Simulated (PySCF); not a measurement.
C2H, charge +1, multiplicity 1. Atoms are numbered in the order given.

```xyz
3

C     -0.0454    -0.7869     0.0000
C      0.1058     0.5330     0.0000
H     -0.3628     1.5237     0.0000
```
Charge +1, spin multiplicity 1.

Geometry optimised at PBE0-D3(BJ)/def2-TZVPD. The spin state was assumed, not searched. The isomer is the one that the SMILES or the coordinates give; other isomers of the formula were not compared.

Method: B3LYP/pcSseg-2 in PySCF.

GIAO shieldings, no solvent; atoms alike by connectivity are averaged. δ = σ(ref) − σ: ¹³C against TMS (σ = 181.3 ppm); ¹H against TMS (σ = 31.68 ppm), references at their B3LYP-D3(BJ)/def2-TZVP geometries, non-relativistic.

Problem. Estimate the chemical shifts. (The exact figures need the calculation; the answer reports its results.)

Solution. 
| nucleus | atoms | count | δ (ppm) |
|---|---|---|---|
| ¹³C | C1 | 1 | 2905.0 |
| ¹³C | C2 | 1 | -3272.4 |
| ¹H | H3 | 1 | -66.35 |
